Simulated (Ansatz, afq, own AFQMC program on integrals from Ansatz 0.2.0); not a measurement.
# NHO (triplet): quantum Monte Carlo beside coupled cluster, cc-pVDZ

How near does AFQMC come to the top of the ladder for NHO (triplet)?

Method: cc-pVDZ, frozen cores; program: Ansatz 0.2.0, Gaussian basis, and an in-house AFQMC program (afq) on its integrals; all values are calculated.

Plan: PBE (unrestricted); r2SCAN (unrestricted); PBE0 (unrestricted); B3LYP (unrestricted); wB97M-V (unrestricted); B2PLYP (unrestricted); CCSD(T) on UHF; CCSDT(Q) on UHF; Phaseless AFQMC, CISD trial on UHF.

1 further run of the same task is left out (it didn't finish).

### Step 1. What is computed

The geometry is a PBE0/def2-TZVP stationary point (not a proven minimum) of the parent state, kept for this charge and spin.

3 atoms, charge 0, spin multiplicity 3.

Atoms are counted from 1 here; the program's logs count them from 0.

Bond lengths: N1–O2 1.241 Å, O2–H3 1.000 Å. Angles: N1–O2–H3 112.3°.

Coordinates:

```xyz
3
charge 0, multiplicity 3
N     0.00000    0.06653    0.69060
O     0.00000   -0.10597   -0.53884
H     0.00000    0.75757   -1.04367
```

### Step 2. PBE (unrestricted)

File in.yaml:

```yaml
crystal:
  periodic: [false, false, false]
  atoms:
    - {symbol: N, position_ang: [0.000000, 0.066533, 0.690604]}
    - {symbol: O, position_ang: [0.000000, -0.105972, -0.538841]}
    - {symbol: H, position_ang: [0.000000, 0.757574, -1.043675]}
basis:
  gaussian: {orbitals: cc-pVDZ}
magnetization: {spin_polarized: true, initial_magnetization: 2}
hamiltonian: {xc: {name: PBE}}
output: {orbitals: {seedname: orbitals}}
```

Started as:

```
$ ansatz run in.yaml --threads 1 --pin off --events-out ev --progress --plain --max-ram 1843MiB
```

The log of the run:

```text
Functional definition: PBE
  name "PBE"
  cite "Perdew, Burke & Ernzerhof, Phys. Rev. Lett. 77, 3865 (1996) doi:10.1103/PhysRevLett.77.3865"
  parent pbe
  parameter kappa = 0.804
  parameter beta = 0.06672455060314922
  exchange = pbe_x(kappa = kappa, mu = beta*pi^2/3)
  correlation = pbe_c(beta = beta)
391 factors; their error is unknown
mean field evaluation 1: about -3543.9922 eV, gradient 2.0e1 eV
mean field evaluation 2: about -3543.3177 eV, gradient 2.4e1 eV
mean field evaluation 4: about -3545.7132 eV, gradient 2.2e0 eV
mean field evaluation 8: about -3545.7115 eV, gradient 1.3e-2 eV
mean field -3545.71152315 eV, -130.3024951061 hartree, gradient 4.0e-5 eV, S^2 2.003558; 0 other end points of the search recorded, 0 dependent functions left out
reference -3545.71153700 eV, -130.3024956151 hartree; 9, 7 occupied and 24, 26 virtual orbitals, 391 factors
Total energy: -3545.71153700 eV, -130.3024956151 hartree
```

Wall time 0.42 s (1 thread of Arm Neoverse V2, shared host); peak memory 0.3 GiB.

From the report: ⟨S²⟩ of the determinant 2.004 (pure triplet: 2.00).

### Step 3. r2SCAN (unrestricted)

in.yaml, as its differences from that of step 2:

```diff
@@ -9,3 +9,2 @@
 magnetization: {spin_polarized: true, initial_magnetization: 2}
-hamiltonian: {xc: {name: PBE}}
-output: {orbitals: {seedname: orbitals}}
+hamiltonian: {xc: {name: r2SCAN}}
```

The command is unchanged.

The log of the run:

```text
Functional definition: r2SCAN
  name "r2SCAN"
  cite "Furness, Kaplan, Ning, Perdew & Sun, J. Phys. Chem. Lett. 11, 8208 (2020) doi:10.1021/acs.jpclett.0c02405"
  cite "Furness, Kaplan, Ning, Perdew & Sun, J. Phys. Chem. Lett. 11, 9248 (2020) doi:10.1021/acs.jpclett.0c03077"
  parent r2scan
  parameter k0 = 0.174
  parameter k1 = 0.065
  parameter a1 = 4.9479
  exchange = r2scan_x(k0 = k0, k1 = k1, a1 = a1)
  correlation = r2scan_c
391 factors; their error is unknown
mean field evaluation 1: about -3546.4274 eV, gradient 1.8e1 eV
mean field evaluation 2: about -3546.5735 eV, gradient 1.8e1 eV
mean field evaluation 4: about -3547.8601 eV, gradient 2.1e0 eV
mean field evaluation 8: about -3547.8570 eV, gradient 1.3e-2 eV
mean field -3547.85698739 eV, -130.3813394627 hartree, gradient 4.1e-5 eV, S^2 2.007674; 0 other end points of the search recorded, 0 dependent functions left out
reference -3547.85699167 eV, -130.3813396199 hartree; 9, 7 occupied and 24, 26 virtual orbitals, 391 factors
Total energy: -3547.85699167 eV, -130.3813396199 hartree
```

It took 0.96 s on 1 thread of Arm Neoverse V2, shared host; peak memory 0.3 GiB.

From the report: ⟨S²⟩ of the determinant 2.008 (pure triplet: 2.00).

### Step 4. PBE0 (unrestricted)

in.yaml, as its differences from that of step 3:

```diff
@@ -9,2 +9,3 @@
 magnetization: {spin_polarized: true, initial_magnetization: 2}
-hamiltonian: {xc: {name: r2SCAN}}
+hamiltonian: {xc: {name: PBE0}}
+output: {orbitals: {seedname: orbitals}}
```

The command is unchanged.

The log of the run:

```text
Functional definition: PBE0
  name "PBE0"
  cite "Adamo & Barone, J. Chem. Phys. 110, 6158 (1999) doi:10.1063/1.478522"
  cite "Perdew, Burke & Ernzerhof, Phys. Rev. Lett. 77, 3865 (1996) doi:10.1103/PhysRevLett.77.3865"
  parent pbe
  parameter a = 0.25
  parameter kappa = 0.804
  parameter beta = 0.06672455060314922
  exchange = (1 - a)*pbe_x(kappa = kappa, mu = beta*pi^2/3) + a*exact_x
  correlation = pbe_c(beta = beta)
312 factors; integrals over basis functions are off by at most 1.4e-3 eV
mean field evaluation 1: about -3544.6181 eV, gradient 1.6e1 eV
mean field evaluation 2: about -3545.1313 eV, gradient 1.3e1 eV
mean field evaluation 4: about -3545.7747 eV, gradient 1.4e0 eV
mean field evaluation 8: about -3545.7831 eV, gradient 1.2e-2 eV
mean field evaluation 16: about -3545.7831 eV, gradient 3.5e-5 eV
mean field -3545.78312381 eV, -130.3051263820 hartree, gradient 3.5e-5 eV, S^2 2.006061; 0 other end points of the search recorded, 0 dependent functions left out
reference -3545.78313327 eV, -130.3051267294 hartree; 9, 7 occupied and 24, 26 virtual orbitals, 312 factors
Total energy: -3545.78313327 eV, -130.3051267294 hartree
```

Run time: 0.45 s. Hardware: 1 thread of Arm Neoverse V2, shared host; peak memory 0.3 GiB.

From the report: ⟨S²⟩ of the determinant 2.006 (pure triplet: 2.00).

### Step 5. B3LYP (unrestricted)

in.yaml, as its differences from that of step 4:

```diff
@@ -9,3 +9,2 @@
 magnetization: {spin_polarized: true, initial_magnetization: 2}
-hamiltonian: {xc: {name: PBE0}}
-output: {orbitals: {seedname: orbitals}}
+hamiltonian: {xc: {name: B3LYP}}
```

Launched as before.

The log of the run, shortened:

```text
Functional definition: B3LYP
  name "B3LYP"
  cite "Stephens, Devlin, Chabalowski & Frisch, J. Phys. Chem. 98, 11623 (1994) doi:10.1021/j100096a001"
  cite "Becke, Phys. Rev. A 38, 3098 (1988) doi:10.1103/PhysRevA.38.3098"
  cite "Lee, Yang & Parr, Phys. Rev. B 37, 785 (1988) doi:10.1103/PhysRevB.37.785"
  cite "Vosko, Wilk & Nusair, Can. J. Phys. 58, 1200 (1980) doi:10.1139/p80-159"
[...]
312 factors; integrals over basis functions are off by at most 1.4e-3 eV
[...]
mean field -3549.50627315 eV, -130.4419495966 hartree, gradient 2.4e-5 eV, S^2 2.005354; 0 other end points of the search recorded, 0 dependent functions left out
reference -3549.50638085 eV, -130.4419535543 hartree; 9, 7 occupied and 24, 26 virtual orbitals, 312 factors
Total energy: -3549.50638085 eV, -130.4419535543 hartree
```

It took 0.45 s on 1 thread of Arm Neoverse V2, shared host; peak memory 0.3 GiB.

From the report: ⟨S²⟩ of the determinant 2.005 (pure triplet: 2.00).

### Step 6. wB97M-V (unrestricted)

in.yaml, as its differences from that of step 5:

```diff
@@ -9,2 +9,3 @@
 magnetization: {spin_polarized: true, initial_magnetization: 2}
-hamiltonian: {xc: {name: B3LYP}}
+hamiltonian: {xc: {name: wB97M-V}}
+output: {orbitals: {seedname: orbitals}}
```

Same command.

The log of the run, shortened:

```text
Functional definition: wB97M-V
  name "wB97M-V"
  cite "Mardirossian & Head-Gordon, J. Chem. Phys. 144, 214110 (2016) doi:10.1063/1.4952647"
  cite "Becke, J. Chem. Phys. 107, 8554 (1997) doi:10.1063/1.475007"
  cite "Vydrov & Van Voorhis, J. Chem. Phys. 133, 244103 (2010) doi:10.1063/1.3521275"
  # Of w^i u^j: cxij and so on, Table III.
[...]
  gx(w, u) = 1 - cx + cx01*u + cx10*w
  gss(w, u) = css00 + css04*u^4 + css10*w + css20*w^2 + css43*w^4*u^3
  gos(w, u) = cos00 + cos10*w + (cos20 + cos21*u)*w^2 + (cos60 + cos61*u)*w^6
[...]
      + integral(e_c_pw_mod_opposite_spin*gos(b97_w_opposite, b97_u_opposite)) + vv10(b, c)
312 factors; integrals over basis functions are off by at most 1.4e-3 eV
75 factors; integrals over basis functions are off by at most 8.0e-6 eV
[...]
mean field -3548.39706238 eV, -130.4011868527 hartree, gradient 3.1e-5 eV, S^2 2.004484; 0 other end points of the search recorded, 0 dependent functions left out
reference -3548.39707888 eV, -130.4011874591 hartree; 9, 7 occupied and 24, 26 virtual orbitals, 312 factors
Total energy: -3548.39707888 eV, -130.4011874591 hartree
```

It took 1.7 s on 1 thread of Arm Neoverse V2, shared host; peak memory 0.3 GiB.

From the report: ⟨S²⟩ of the determinant 2.004 (pure triplet: 2.00).

### Step 7. B2PLYP (unrestricted)

in.yaml, as its differences from that of step 6:

```diff
@@ -9,3 +9,3 @@
 magnetization: {spin_polarized: true, initial_magnetization: 2}
-hamiltonian: {xc: {name: wB97M-V}}
-output: {orbitals: {seedname: orbitals}}
+hamiltonian: {xc: {name: B2PLYP}}
+correlation: {electrons: outside_noble_gas}
```

The command is unchanged.

The log of the run, shortened:

```text
Functional definition: B2PLYP
  name "B2PLYP"
  cite "Grimme, J. Chem. Phys. 124, 034108 (2006) doi:10.1063/1.2148954"
  cite "Becke, Phys. Rev. A 38, 3098 (1988) doi:10.1103/PhysRevA.38.3098"
  cite "Lee, Yang & Parr, Phys. Rev. B 37, 785 (1988) doi:10.1103/PhysRevB.37.785"
[...]
312 factors; integrals over basis functions are off by at most 1.4e-3 eV
[...]
mean field -3543.77585339 eV, -130.2313605544 hartree, gradient 8.7e-6 eV, S^2 2.009840; 0 other end points of the search recorded, 0 dependent functions left out
2 core orbitals not correlated: weight in the atoms' cores, before any rotation towards them, 1.000 or more for the frozen orbitals, at most 0.000 for the correlated occupied ones
reference -3543.77591868 eV, -130.2313629537 hartree; 7, 5 occupied and 24, 26 virtual orbitals, 312 factors
second order -9.74676037 eV of doubles, -0.00000000 eV of singles
Total energy: -3546.40754398 eV, -130.3280733997 hartree
```

Wall time 0.51 s (1 thread of Arm Neoverse V2, shared host); peak memory 0.3 GiB.

From the report: ⟨S²⟩ of the determinant 2.010 (pure triplet: 2.00).

### Step 8. CCSD(T) on UHF

in.yaml, as its differences from that of step 7:

```diff
@@ -9,3 +9,2 @@
 magnetization: {spin_polarized: true, initial_magnetization: 2}
-hamiltonian: {xc: {name: B2PLYP}}
-correlation: {electrons: outside_noble_gas}
+correlation: {method: ccsd_t, electrons: outside_noble_gas, hamiltonian_folder: ham}
```

Launched as before.

The log of the run, shortened:

```text
Functional definition: HF
  name "HF"
  cite "Fock, Z. Phys. 61, 126 (1930) doi:10.1007/BF01340294"
  parent pbe
[...]
312 factors; integrals over basis functions are off by at most 1.4e-3 eV
[...]
mean field -3532.23699627 eV, -129.8073153767 hartree, gradient 2.4e-6 eV, S^2 2.018194; 0 other end points of the search recorded, 0 dependent functions left out
2 core orbitals not correlated: weight in the atoms' cores, before any rotation towards them, 1.000 or more for the frozen orbitals, at most 0.000 for the correlated occupied ones
reference -3532.23699627 eV, -129.8073153767 hartree; 7, 5 occupied and 24, 26 virtual orbitals, 312 factors
second order -7.91640708 eV of doubles, -0.00000000 eV of singles
cycle   1  -8.16802710 eV  change   -2.5e-1 eV  update   6.6e-2
[...]
cycle  10  -8.46786864 eV  change   -1.1e-5 eV  update   1.3e-5
perturbative correction -0.18987222 eV, -0.0069776754 hartree
Total energy: -3540.89473713 eV, -130.1254814850 hartree
```

Wall time 0.48 s (1 thread of Arm Neoverse V2, shared host); peak memory 0.3 GiB.

From the report: ⟨S²⟩ of the determinant 2.018 (pure triplet: 2.00); correlation -8.6577 eV; T1 0.020; largest double amplitude 0.03.

This run also writes the integrals to the folder ham.

### Step 9. CCSDT(Q) on UHF

in.yaml, as its differences from that of step 8:

```diff
@@ -9,2 +9,2 @@
 magnetization: {spin_polarized: true, initial_magnetization: 2}
-correlation: {method: ccsd_t, electrons: outside_noble_gas, hamiltonian_folder: ham}
+correlation: {method: ccsdt_q, electrons: outside_noble_gas}
```

Same command.

The log of the run, shortened:

```text
Functional definition: HF
  name "HF"
  cite "Fock, Z. Phys. 61, 126 (1930) doi:10.1007/BF01340294"
  parent pbe
[...]
576 factors; integrals over basis functions are off by at most 2.1e-7 eV
[...]
mean field -3532.23705842 eV, -129.8073176608 hartree, gradient 2.4e-6 eV, S^2 2.018194; 0 other end points of the search recorded, 0 dependent functions left out
2 core orbitals not correlated: weight in the atoms' cores, before any rotation towards them, 1.000 or more for the frozen orbitals, at most 0.000 for the correlated occupied ones
reference -3532.23705842 eV, -129.8073176608 hartree; 7, 5 occupied and 24, 26 virtual orbitals, 576 factors
second order -7.91642519 eV of doubles, -0.00000000 eV of singles
cycle   1  -8.16802700 eV  change   -2.5e-1 eV  update   7.4e-2
[...]
cycle  15  -8.67246497 eV  change    9.2e-7 eV  update   1.0e-6
perturbative correction -0.01967984 eV, -0.0007232208 hartree
Total energy: -3540.92920324 eV, -130.1267480911 hartree
```

Run time: 11 s. Hardware: 1 thread of Arm Neoverse V2, shared host; peak memory 0.3 GiB.

From the report: ⟨S²⟩ of the determinant 2.018 (pure triplet: 2.00); correlation -8.6921 eV; T1 0.020; largest double amplitude 0.04.

### Step 10. Phaseless AFQMC, CISD trial on UHF

It reads the integrals that the CCSD(T) run on this determinant wrote.

Started as:

```
$ afq ham --method phaseless --trial cisd --walkers 60 --populations 1 --least-time 40 --time-step 0.005 --steps-per-block 50 --equilibration-blocks 28 --max-blocks 300 --target-error 0.00042 --factor-cut 1e-05 --start spin_pure --seed 7674 --release-times 0.24,0.51,0.99,1.62,2.4 --release-step 0.03 --release-every 4 --taylor-order 6
```

The log of the run:

```text
orbitals 31  electrons 7 5  factors 232 of 312
reference energy -129.80731538 Eh
CCSD correlation -0.31118844 Eh in 11 cycles, weight of the determinant in the CISD state 0.9077
energy of the start -130.117825 Eh
 block  time / (1/Eh)  mean weight  energy / Eh
     1     0.250  1.0013  -130.115936
     2     0.500  0.9997  -130.119788
     3     0.750  1.0002  -130.126039
     4     1.000  1.0023  -130.123356
     5     1.250  1.0036  -130.120938
     6     1.500  1.0009  -130.125854
     7     1.750  1.0017  -130.124544
     8     2.000  1.0005  -130.127378
     9     2.250  0.9973  -130.125208
    10     2.500  1.0012  -130.124312
    17     4.250  0.9964  -130.132324
    25     6.250  0.9980  -130.122621
    33     8.250  0.9978  -130.124828
    41    10.250  0.9999  -130.115208
    49    12.250  1.0034  -130.125492
    57    14.250  1.0030  -130.127911
    65    16.250  0.9943  -130.130106
    73    18.250  1.0005  -130.127525
    81    20.250  1.0020  -130.129484
    89    22.250  1.0007  -130.127844
    97    24.250  1.0003  -130.128185
   105    26.250  0.9990  -130.123149
   113    28.250  0.9992  -130.127310
   121    30.250  0.9968  -130.126882
   129    32.250  1.0006  -130.123600
   137    34.250  0.9998  -130.130848
   145    36.250  1.0021  -130.127686
   153    38.250  0.9975  -130.127583
   161    40.250  0.9996  -130.131048
   169    42.250  0.9981  -130.128926
   177    44.250  0.9977  -130.123915
   185    46.250  0.9980  -130.127435
   193    48.250  1.0010  -130.125930
   201    50.250  1.0016  -130.135986
   209    52.250  1.0049  -130.121091
   217    54.250  0.9999  -130.123097
   225    56.250  0.9993  -130.133424
   233    58.250  0.9985  -130.128906
   241    60.250  0.9984  -130.121359
   249    62.250  1.0009  -130.125054
   257    64.250  1.0013  -130.133332
   265    66.250  0.9992  -130.132317
   273    68.250  1.0014  -130.121037
   281    70.250  0.9984  -130.126779
   289    72.250  0.9998  -130.127746
   297    74.250  1.0023  -130.127049
   305    76.250  0.9997  -130.125374
   313    78.250  1.0007  -130.129604
   321    80.250  0.9995  -130.129563
blocks merged  error / Eh  count
     1  0.000334  300
     2  0.000370  150
     4  0.000419  75
     8  0.000426  37
    16  0.000418  18
    32  0.000429  9
released: time / (1/Eh)  energy / Eh  error  mean overlap
  0.24  -130.127333  0.000497  1.0049
  0.51  -130.127015  0.000426  1.0098
  0.99  -130.127114  0.000530  1.0163
  1.62  -130.126177  0.000467  1.0224
  2.40  -130.127346  0.000760  0.9944
energy -130.127334 +/- 0.000426 Eh
```

Wall time 4.3 min (1 thread of Arm Neoverse V2, shared host); peak memory 0.3 GiB.

Energy -3540.9452 ± 0.0116 eV. Caveats: constraint bias not in the error.

### Step 11. AFQMC on the ladder

On the UHF determinant, counted from CCSDT(Q) (a yardstick, not exact):

```csv
level,energy (eV),from CCSDT(Q) (meV),statistical error (meV),time
HF,-3532.2370,+8692.2,,
MP2,-3540.1534,+775.8,,
CCSD,-3540.7049,+224.3,,
CCSD(T),-3540.8947,+34.5,,
CCSDT(Q),-3540.9292,0.0,,
"Phaseless AFQMC, CISD trial, step 0.005, 60 walkers",-3540.9452,-15.9,11.6,4.3 min
```

The functionals' totals stand on their own zeros and serve differences with other points: PBE -3545.712 eV; r2SCAN -3547.857 eV; PBE0 -3545.783 eV; B3LYP -3549.506 eV; wB97M-V -3548.397 eV; B2PLYP -3546.408 eV.

### Step 12. Summary of results

| quantity | value |
| --- | --- |
| CCSD(T) on UHF from CCSDT(Q) | +34.5 meV |
| Phaseless AFQMC, CISD trial on UHF from CCSDT(Q) | -15.9 ± 11.6 meV |

**Reading.** On UHF the phaseless walk with the CISD trial lies -15.9 meV from CCSDT(Q), within three error bars. Error bars are statistical and leave out the constraint, the time step and what remains of the start.
